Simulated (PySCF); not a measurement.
# SNF: structure of the singlet

Aim: relax SNF as a singlet from a bent start, check by its vibrations whether the end is a minimum, and collect its spectrum and constants.

Method: PBE0, basis S def2-TZVP, N def2-TZVP, F def2-TZVP, no relativity, density fitting; program: PySCF 2.14.0.

## 1. Starting geometry

3 atoms, charge 0, spin multiplicity 1.

Bond lengths: S1–N2 1.540 Å, S1–F3 1.670 Å. Angles: N2–S1–F3 110.0°.

Coordinates in bohr (charge 0 multiplicity 1):
```
S     0.0000    0.0000    0.0000
N    -2.3839    0.0000    1.6692
F     2.5851    0.0000    1.8102
```

## 2. Finding the electronic state

The steps below are one call of a driver around PySCF. For each, scf.py gives the equivalent set-up of the SCF; relaxations use the driver's own optimiser. After this first run the driver tries any further starts and a stability analysis.

Contents of scf.py:

```python
from pyscf import gto, scf, dft
mol = gto.M(atom='''
S      0.000000     0.000000     0.000000
N     -1.261500     0.000000     0.883300
F      1.368000     0.000000     0.957900''',
    basis={'S': 'def2-TZVP', 'N': 'def2-TZVP', 'F': 'def2-TZVP'},
    charge=0, spin=0)
mf = dft.RKS(mol, xc='PBE0')
mf.grids.atom_grid = (50, 194)
aux = {'S': 'def2-universal-JKFIT', 'N': 'def2-universal-JKFIT', 'F': 'def2-universal-JKFIT'}
mf = mf.density_fit(auxbasis=aux)
mf.conv_tol = 1e-08
mf.diis_space = 10
mf.max_cycle = 60
mf.init_guess = 'minao'
mf.verbose = 4
mf.kernel()
```

Started as:

```console
> OMP_NUM_THREADS=2 python axn.py task.json out
```

Standard output:

```text
init E= -552.702562624209
  HOMO = -0.299763253823677  LUMO = -0.15590295858037  gap/eV = 3.91464
cycle= 1 E= -552.425764033034  delta_E= 0.277  |g|= 0.604  |ddm|= 1.74
  HOMO = -0.287133825451696  LUMO = -0.14746463703576  gap/eV = 3.80059
cycle= 2 E= -552.211631499949  delta_E= 0.214  |g|= 1.24  |ddm|= 0.97
  HOMO = -0.334323299504824  LUMO = -0.152663370486259  gap/eV = 4.94322
cycle= 3 E= -552.492140752576  delta_E= -0.281  |g|= 0.131  |ddm|= 0.658
  HOMO = -0.31786628569931  LUMO = -0.138189714719658  gap/eV = 4.88925
cycle= 4 E= -552.49192607154  delta_E= 0.000215  |g|= 0.132  |ddm|= 0.142
  HOMO = -0.321290393399657  LUMO = -0.139090394858393  gap/eV = 4.95791
cycle= 5 E= -552.495878937802  delta_E= -0.00395  |g|= 0.0159  |ddm|= 0.0851
  HOMO = -0.323071406026067  LUMO = -0.140097605597404  gap/eV = 4.97897
cycle= 6 E= -552.495928464733  delta_E= -4.95e-05  |g|= 0.0019  |ddm|= 0.0103
  HOMO = -0.322894293032071  LUMO = -0.139836800900198  gap/eV = 4.98125
cycle= 7 E= -552.495930318593  delta_E= -1.85e-06  |g|= 0.00089  |ddm|= 0.00307
  HOMO = -0.322953818703581  LUMO = -0.139848260760026  gap/eV = 4.98256
cycle= 8 E= -552.495930555726  delta_E= -2.37e-07  |g|= 0.00018  |ddm|= 0.000868
  HOMO = -0.322966263466149  LUMO = -0.139859090866466  gap/eV = 4.98260
cycle= 9 E= -552.495930565189  delta_E= -9.46e-09  |g|= 3.04e-05  |ddm|= 0.000198
  HOMO = -0.322964162888951  LUMO = -0.139856023868056  gap/eV = 4.98263
Extra cycle  E= -552.495930564177  delta_E= 1.01e-09  |g|= 7.77e-05  |ddm|= 5.93e-05
converged SCF energy = -552.495930564177
```

This step, with its further starts and checks, needed 3.3 s of wall time on 2 threads of Arm Neoverse V1, shared host.

The test of internal stability found no lower closed-shell solution.

## 3. Relaxing the singlet from the bent start

The program finds Cs symmetry in the start, which this walk keeps. The walk stops when the largest gradient is under 0.0003 Eh/bohr and the energy has settled too.

Edit scf.py of step 2 so:

```diff
@@ -3,3 +3,3 @@
-S      0.000000     0.000000     0.000000
-N     -1.261500     0.000000     0.883300
-F      1.368000     0.000000     0.957900''',
+S     -0.128128     0.000000    -0.470460
+N     -1.389628     0.000000     0.412840
+F      1.239872     0.000000     0.487440''',
@@ -15 +14,0 @@
-mf.init_guess = 'minao'
```

Steps of the walk:

```csv
step,energy (Eh),change (kJ/mol),largest symmetric gradient (Eh/bohr)
0,-552.495931,0.00,0.08425
1,-552.505264,-24.50,0.07588
2,-552.508816,-33.83,0.02539
3,-552.509425,-35.43,0.00452
4,-552.509457,-35.51,0.00141
5,-552.509461,-35.52,0.00001
```

The walk took 4.8 s.

Positions (Å) and forces (eV/Å) along the way:

```
step 0
S   -0.128   0.000  -0.470  -3.934   0.000   4.215
N   -1.390   0.000   0.413   4.332   0.000  -3.507
F    1.240   0.000   0.487  -0.398   0.000  -0.708
step 1
S   -0.172   0.000  -0.383   3.847   0.000  -2.516
N   -1.344   0.000   0.353  -3.901   0.000   2.472
F    1.238   0.000   0.460   0.055   0.000   0.045
step 3
S   -0.153   0.000  -0.404  -0.185   0.000   0.233
N   -1.366   0.000   0.369   0.172   0.000  -0.177
F    1.241   0.000   0.465   0.014   0.000  -0.055
step 5
S   -0.153   0.000  -0.398  -0.001   0.000   0.000
N   -1.370   0.000   0.365   0.001   0.000   0.003
F    1.245   0.000   0.462   0.000   0.000  -0.003
```

End point (Cs, 5 steps, 35.5 kJ/mol gained): S–F 1.642 Å, S–N 1.436 Å; F–S–N 116.3°.

## 4. Is it a minimum? Harmonic modes

The point is checked on the finer grid, and tightened if its gradient asks for it. The Hessian and the dipole derivatives come from central differences of analytic gradients, with steps of 0.02 bohr.

Edit scf.py of step 3 so:

```diff
@@ -3,3 +3,3 @@
-S     -0.128128     0.000000    -0.470460
-N     -1.389628     0.000000     0.412840
-F      1.239872     0.000000     0.487440''',
+S     -0.146952     0.000000    -0.416583
+N     -1.362579     0.000000     0.347624
+F      1.251412     0.000000     0.444320''',
@@ -9 +9 @@
-mf.grids.atom_grid = (50, 194)
+mf.grids.atom_grid = (75, 302)
@@ -12 +12 @@
-mf.conv_tol = 1e-08
+mf.conv_tol = 1e-10
```

The driver hands on the density of the step before, so the log starts near convergence.

SCF at the final geometry:

```text
init E= -552.509529578101
  HOMO = -0.331516775944166  LUMO = -0.121061065134612  gap/eV = 5.72679
cycle= 1 E= -552.509529578102  delta_E= -2.27e-13  |g|= 1.47e-06  |ddm|= 1.28e-06
  HOMO = -0.331516953498372  LUMO = -0.121061167394501  gap/eV = 5.72679
Extra cycle  E= -552.509529578099  delta_E= 2.16e-12  |g|= 3.98e-06  |ddm|= 3.13e-06
converged SCF energy = -552.509529578099
```

The whole step took 19 s.

Geometry: Cs; S–F 1.642 Å, S–N 1.436 Å; F–S–N 116.2°.

Harmonic modes (main isotopes):

```
symmetry  ω (cm⁻¹)  IR (km/mol)     type
      a'       391         13.6     bend
      a'       685          220  stretch
      a'      1447         19.3  stretch
```

Every mode is real; the point is a minimum.

Constants and moments:

```yaml
Dipole_moment: 1.95 D
Highest_occupied_level: -9.02 eV
Lowest_empty_level: -3.29 eV
Rotational_constants: 1.646, 0.2948, 0.25 cm⁻¹
Zero-point_energy: 15.1 kJ/mol
Principal_polarisabilities: 15.6, 20.5, 33.4 bohr³
Atomisation_energy_without_zero-point_energy: 829 kJ/mol
Principal_traceless_quadrupole_moments_about_the_centre_of_mass: -5.19, 1.60, 3.60 D Å
Entropy_at_298.15_K_and_1_bar: 259.0 J/(mol K)
Heat_capacity_Cp_at_298.15_K: 43.5 J/(mol K)
Enthalpy_at_298.15_K_above_0_K: 11.08 kJ/mol
Rotational_symmetry_number: 1
```

Charges (e) and bond orders:

```csv
atom,Mulliken,Löwdin,polar tensor,Mayer order to S1
S1,0.47,0.60,0.90,–
N2,-0.23,-0.40,-0.25,2.59
F3,-0.24,-0.20,-0.66,0.89
```

Mulliken populations on S1: s 5.86, p 9.16, d 0.46, f 0.05.

## 5. What came out

```
                                 quantity                                   value
                                  minimum                             singlet, Cs
                                 geometry  S–F 1.642 Å, S–N 1.436 Å; F–S–N 116.2°
                       wavenumbers (cm⁻¹)           391 (a'), 685 (a'), 1447 (a')
                            dipole moment                                  1.95 D
     highest occupied, lowest empty level                         -9.02, -3.29 eV
                polar-tensor charge of S1                                 +0.90 e
                        zero-point energy                             15.1 kJ/mol
                      entropy at 298.15 K                         259.0 J/(mol K)
atomisation energy (no zero-point energy)                              829 kJ/mol
```

**Reading.** The bent start keeps its Cs symmetry and ends in a minimum. In the infrared the band at 685 cm⁻¹ (a', stretch) leads. Other starts or spin states, not run here, may lie lower.

The search up to here took 27 s.
